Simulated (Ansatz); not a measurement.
# H3SSi, SMILES [SiH3][S]: a composite energy at a relaxed geometry

Program: Ansatz 0.2.0, Python API.

Run as a notebook:

In [1]:
```python
import itertools
import warnings

import ansatz as az
from ase.data import atomic_numbers, covalent_radii
import numpy as np

warnings.simplefilter('ignore', az.DeckWarning)
```

In [2]:
```python
system = (
    az.Crystal.molecule()
    .atom('Si', (-0.0867, -0.0281, -0.0081))
    .atom('S', (1.9366, -0.3612, 0.2477))
    .atom('H', (-0.9333, -0.6644, 1.0401))
    .atom('H', (-0.4868, -0.4926, -1.3477))
    .atom('H', (-0.38, 1.4726, 0.0266))
)
```

In [3]:
```python
base = system.calculation()
base = base.basis(gaussian='def2-SVP').functional('r2scan', dispersion='d4')
base = base.spin('collinear', total=1)
symbols = [site.symbol for site in system.cartesian_sites]
start = np.array([site.position_ang for site in system.cartesian_sites], dtype=float)
rep = base.relax(force_tolerance=0.01).run(threads=1).report
end = np.array(rep['positions_ang'])
# pairs closer than 1.2 times the sum of covalent radii, before or after
radius = [covalent_radii[atomic_numbers[s]] for s in symbols]
span = lambda where, i, j: np.linalg.norm(where[i] - where[j])
bonded = [(i, j) for i, j in itertools.combinations(range(len(symbols)), 2) if min(span(start, i, j), span(end, i, j)) < 1.2 * (radius[i] + radius[j])]
print('pair        before    after (A)')
for i, j in bonded:
    print(f'{symbols[i]}{i}-{symbols[j]}{j}'.ljust(10), f'{span(start, i, j):8.4f} {span(end, i, j):8.4f}')
for first, second in list(itertools.combinations(bonded, 2)):
    shared = set(first) & set(second)
    if shared and symbols[(j := shared.pop())] != 'H':
        i, k = sorted((set(first) | set(second)) - {j})
        u, v = end[i] - end[j], end[k] - end[j]
        angle = np.degrees(np.arccos(np.clip(u @ v / np.linalg.norm(u) / np.linalg.norm(v), -1, 1)))
        print(f'final angle {symbols[i]}{i}-{symbols[j]}{j}-{symbols[k]}{k}: {angle:.2f} deg')
```
```text
pair        before    after (A)
Si0-S1       2.0664   2.1294
Si0-H2       1.4901   1.4930
Si0-H3       1.4732   1.4930
Si0-H4       1.5295   1.4987
final angle S1-Si0-H2: 112.94 deg
final angle S1-Si0-H3: 112.96 deg
final angle S1-Si0-H4: 103.37 deg
final angle H2-Si0-H3: 109.21 deg
final angle H2-Si0-H4: 109.05 deg
final angle H3-Si0-H4: 109.06 deg
```

In [4]:
```python
minimum = az.Crystal.molecule()
for symbol, place in zip(symbols, end):
    minimum = minimum.atom(symbol, place.tolist())
at_minimum = minimum.calculation().spin('collinear', total=1)
# MP2 extrapolated to the basis limit, plus the small-basis difference CCSD(T) - MP2
level = lambda method, basis: at_minimum.basis(gaussian=basis).correlation(method).run(threads=1).report
small, large, cluster = level('mp2', 'cc-pVDZ'), level('mp2', 'cc-pVTZ'), level('ccsd_t', 'cc-pVDZ')
corr = lambda each: (each['free_energy_ev'] - each['reference_energy_ev']) / 27.211386246
mp2_limit = (27 * corr(large) - 8 * corr(small)) / 19
pieces = {'HF / cc-pVTZ': large['reference_energy_ev'] / 27.211386246, 'MP2 correlation, DZ-TZ limit': mp2_limit, 'CCSD(T) - MP2 / cc-pVDZ': corr(cluster) - corr(small)}
for name, value in pieces.items():
    print(f'{name:32s} {value:14.6f} Ha')
print(f'{"sum":32s} {sum(pieces.values()):14.6f} Ha')
print('T1 diagnostic', round(cluster['correlation']['coupled_cluster']['t1_diagnostic'], 4))
```
```text
HF / cc-pVTZ                        -688.239224 Ha
MP2 correlation, DZ-TZ limit          -0.297469 Ha
CCSD(T) - MP2 / cc-pVDZ               -0.046360 Ha
sum                                 -688.583053 Ha
T1 diagnostic 0.0132
```

Total energies depend on the basis set; only differences at equal settings carry meaning. The sum leaves out core correlation, relativity, the Hartree-Fock basis error and zero-point energy; a DZ-TZ extrapolation is rough. The run takes the species as open-shell (spin multiplicity 2), which needn't be its ground state. Inner cores stay frozen, so this is valence correlation. For Al to Cl the sets with a tight d function, cc-pV(X+d)Z, are usual. An extrapolation from small basis sets is rough. Finished in 2.2 min on 1 thread of Arm Neoverse V2 (shared host), peak memory 0.26 GiB.
